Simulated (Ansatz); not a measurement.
**AlO⁺, triplet in cc-pVDZ: errors against full CI**

Geometry: a point of a stretch scan, not a stationary point.

```
atom   x (Å)   y (Å)   z (Å)
  Al  0.0000  0.0000  0.0000
   O  0.0000  0.0000  2.7450
```

Basis cc-pVDZ; Ansatz 0.2.0. Only valence electrons are correlated (noble-gas cores frozen), which leaves 8 electrons in 26 orbitals. R marks a restricted (for open shells ROHF) determinant, U an unrestricted one. Active spaces: pair = (4e, 4o) about the gap; valence = (8e, 8o) chosen from the atoms' valence shells.

Full CI is exact within this basis and frozen core; it isn't the basis-set limit. The frozen core follows each run's orbitals, which can shift R against U totals by a few meV.

For open shells CISD is restricted-active-space CI with the open shells as a complete middle space.

The UHF ⟨S²⟩ is 2.010. The T1 diagnostic (RCCSD) is 0.0172 and the largest doubles amplitude (RCCSD) is 0.110. The T1 diagnostic (UCCSD) is 0.0098.

| level | E − E(full CI) (kJ/mol) | share of correlation (%) | wall time |
| --- | --- | --- | --- |
| RHF | 437.4 | 0.00 | – |
| UHF | 423.1 | 3.27 | – |
| RMP2 | 81.6 | 81.34 | – |
| UMP2 | 80.6 | 81.58 | – |
| CISD | 27.7 | 93.66 | 0.94 s |
| RCCSD | 4.8 | 98.90 | – |
| UCCSD | 4.6 | 98.96 | – |
| RCCSD(T) | 1.0 | 99.77 | 1.7 s |
| UCCSD(T) | 0.8 | 99.81 | 1.7 s |
| BCCD(T) | 1.0 | 99.78 | 1.8 s |
| RCCSDT | 0.2 | 99.95 | – |
| UCCSDT | 0.1 | 99.98 | – |
| RCCSDT(Q) | 0.0 | 100.01 | 5.5 s |
| UCCSDT(Q) | -0.2 | 100.04 | 5.5 s |
| RCCSDTQ | -0.1 | 100.01 | 41 s (H100) |
| UCCSDTQ | -0.2 | 100.05 | 36 s (H100) |
| CASSCF (pair space) | 397.2 | 9.20 | – |
| NEVPT2 (pair space) | 78.3 | 82.11 | 0.76 s |
| MRCISD (pair space) | 22.8 | 94.79 | – |
| MRCISD+Q (pair space) | 0.4 | 99.91 | 0.94 s |
| CASSCF (valence space) | 337.6 | 22.81 | – |
| NEVPT2 (valence space) | 68.5 | 84.34 | 2.1 s |
| MRCISD (valence space) | 10.9 | 97.51 | – |
| MRCISD+Q (valence space) | -0.2 | 100.04 | 2.9 s |

The correlation energy at full CI, counted from RHF, is -4.534 eV. That run took 44 s on 2 threads of AMD EPYC 7R13 with a shared H100 80 GB, shared host over 55,868,912 determinants.

Times hold each run's SCF and search for its determinant on a shared host, so for small cases they say little of a method's own cost; rows without a card ran on 1 thread of AMD EPYC 7R13.

The full-CI state has the irrep A2 of C2v, in the program's axes (one component, if the state is degenerate).

Natural occupations of full CI about the gap: 1.980 1.969 1.884 0.995 0.995 0.041 0.041 0.039 0.013 0.009; effectively unpaired electrons, Σ n²(2−n)², 2.07.
